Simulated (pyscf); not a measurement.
Elementary routes open to H₂N–SiH₂–Cl (SMILES N[SiH2]Cl) + HF (SMILES F) in the gas phase (singlet surface):
A. NH₃ (SMILES N) + F–SiH₂–Cl (SMILES F[SiH2]Cl) (N–Si, F–H broken; H–N, F–Si formed)
B. H₂N–SiH(F)–Cl (SMILES N[SiH](F)Cl) + H₂ (SMILES [H][H]) (H–Si, F–H broken; F–Si, H–H formed)

Optimised with ωB97X-D3(BJ)/def2-SVP in PySCF.

Rank the routes by free-energy barrier at 298 K, lowest first, for ωB97M-D3(BJ)/def2-TZVP energies (ideal gas, 1 atm, RRHO with modes under 100 cm⁻¹ raised to 100, one conformer, R ln 2 for chiral ones without a mode under 150 cm⁻¹).

A (20.8 kcal/mol), B (31.4 kcal/mol)

Route A is the fastest of these, ahead of the next by 10.6 kcal/mol. The most stable products are those of B (ΔG = -33.1 kcal/mol), whose barrier is 10.6 kcal/mol higher: the kinetic and the thermodynamic product differ. At 1200 K A is still the fastest. A: On the reactant side the descent ends in a complex, 7.0 kcal/mol under the separated species and 17.5 kcal/mol under the saddle at ωB97X-D3(BJ)/def2-TZVP. On the product side the descent ends in an adduct with a N–Si contact, 4.4 kcal/mol under the separated species and 32.8 kcal/mol under the saddle at ωB97X-D3(BJ)/def2-TZVP. Only these routes are compared; each barrier is that of the saddle found, and lower ones may exist.
